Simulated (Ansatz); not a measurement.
# OPSi: the cost of one run

Program: Ansatz 0.2.0, Gaussian basis. Level of theory: def2-QZVPP, all electrons in the functionals. These are calculated values, not measurements.

Plan: PBE, BLYP, r2SCAN, B97M-V, PBE0, B3LYP, at charge 0, quartet; charge 0, doublet; charge 0, sextet; charge 1, triplet; charge 1, quintet.

## 1. The system

The geometry is a PBE0/def2-TZVP stationary point (not a proven minimum).

3 atoms, charge 0, spin multiplicity 4.

Atoms are counted from 1 here; the program's logs count them from 0.

Bond lengths: O1–P2 1.484 Å, P2–Si3 2.271 Å. Angles: O1–P2–Si3 116.0°.

No dispersion term is added; B97M-V holds VV10 nonlocal correlation. B3LYP takes the VWN-RPA correlation.

The geometry shown and the zero of energy belong to the point charge 0, quartet. The yardstick, UCCSD(T), and other wave-function levels (R restricted, U unrestricted, valence and pair active spaces) come from earlier runs.

## 2. PBE, charge 0, quartet

in.yaml reads:

```yaml
crystal:
  periodic: [false, false, false]
  atoms:
    - {symbol: O, position_ang: [0.000000, -0.621986, 1.603231]}
    - {symbol: P, position_ang: [0.000000, 0.473546, 0.601473]}
    - {symbol: Si, position_ang: [0.000000, -0.167920, -1.576637]}
basis:
  gaussian: {orbitals: "def2-QZVPP.json"}
magnetization: {spin_polarized: true, initial_magnetization: 3}
hamiltonian: {xc: {name: PBE}}
output: {orbitals: {seedname: orbitals}}
```

Command:

```
> ansatz run in.yaml --threads 1 --pin off --events-out ev --progress --plain --max-ram 2393MiB
```

What time and memory should one allow on 1 thread of Intel Xeon 6975P-C, shared host?

About 6 s, with a peak of 0.39 GiB.
